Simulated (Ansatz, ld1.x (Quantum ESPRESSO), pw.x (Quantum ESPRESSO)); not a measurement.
**What a changed setting does to a pw.x run (fcc S)**

Potential: norm-conserving RRKJ (Kleinman–Bylander form), ld1.x (Quantum ESPRESSO) 7.5, PBEsol; core [Ne], reference 3s2 3p4; waves: 3s (bound): rc 1.40 bohr; 3p (bound): rc 1.60 bohr; 3d channel at 0.35 Ry: rc 1.65 bohr; local part: all-electron potential smoothed inside 1.25 bohr (lloc = -1); core correction: none; rho0 0.005.

The reference run (k-mesh 14³, cutoffs 100/400 Ry, Fermi–Dirac 0.01 Ry, mixing_beta 0.4, conv_thr 1e-9, no spin) gives -0.64 GPa at 14.990 Å³/atom, where all-electron LAPW gives -0.29 GPa. This run, with its own iteration cap, changes mixing_beta to 0.9.

```
&control
  calculation='scf', prefix='x', pseudo_dir='./', outdir='./tmp', tstress=.true., disk_io='none'
/
&system
  ibrav=0, nat=1, ntyp=1, ecutwfc=100, ecutrho=400, nbnd=10,
  occupations='smearing', smearing='fd', degauss=0.01
/
&electrons
  conv_thr=1e-09, mixing_beta=0.9, electron_maxstep=70
/
ATOMIC_SPECIES
S 1.0 S.UPF
CELL_PARAMETERS angstrom
  0.00000000 1.95699874 1.95699874
  1.95699874 0.00000000 1.95699874
  1.95699874 1.95699874 0.00000000
ATOMIC_POSITIONS crystal
S 0.0000 0.0000 0.0000
K_POINTS automatic
14 14 14 0 0 0
```

```bash
pw.x < S.scf.in > S.scf.out
```

Problem. How does the run end?

Solution. It converges in 5 iterations; the free energy moves by +0.0 meV/atom and the pressure by +0.00 GPa. The result is that of the reference run.

```
Message from routine setup:
     using ibrav=0 with symmetry is DISCOURAGED, use correct ibrav instead
     lattice parameter (alat)  =       5.2300  a.u.
     unit-cell volume          =     101.1575 (a.u.)^3
     number of electrons       =         6.00
     number of Kohn-Sham states=           10
     kinetic-energy cutoff     =     100.0000  Ry
     charge density cutoff     =     400.0000  Ry
     scf convergence threshold =      1.0E-09
     Exchange-correlation= PBESOL
     number of k points=   104  Fermi-Dirac smearing, width (Ry)=  0.0100
     iteration #  1     ecut=   100.00 Ry     beta= 0.90
     total energy              =     -20.35148884 Ry
     estimated scf accuracy    <       0.00107137 Ry
     iteration #  2     ecut=   100.00 Ry     beta= 0.90
     total energy              =     -20.35163554 Ry
     estimated scf accuracy    <       0.00005034 Ry
     iteration #  3     ecut=   100.00 Ry     beta= 0.90
     total energy              =     -20.35164238 Ry
     estimated scf accuracy    <       0.00000009 Ry
     iteration #  4     ecut=   100.00 Ry     beta= 0.90
     total energy              =     -20.35164243 Ry
     estimated scf accuracy    <          3.6E-09 Ry
     iteration #  5     ecut=   100.00 Ry     beta= 0.90
     the Fermi energy is     9.9344 ev
!    total energy              =     -20.35164243 Ry
     estimated scf accuracy    <          3.4E-11 Ry
     smearing contrib. (-TS)   =      -0.00353250 Ry
     The total energy is F=E-TS. E is the sum of the following terms:
     one-electron contribution =       5.54164259 Ry
     hartree contribution      =       0.84761141 Ry
     xc contribution           =      -4.42172287 Ry
     ewald contribution        =     -22.31564106 Ry
     convergence has been achieved in   5 iterations
          total   stress  (Ry/bohr**3)                   (kbar)     P=       -6.44
     Message from routine punch:
     Nothing written, as per user request (disk_io='none')
```

The run took about 18 s on one core of a shared host (Neoverse-V2, 96 threads, 742 GiB, load 68).
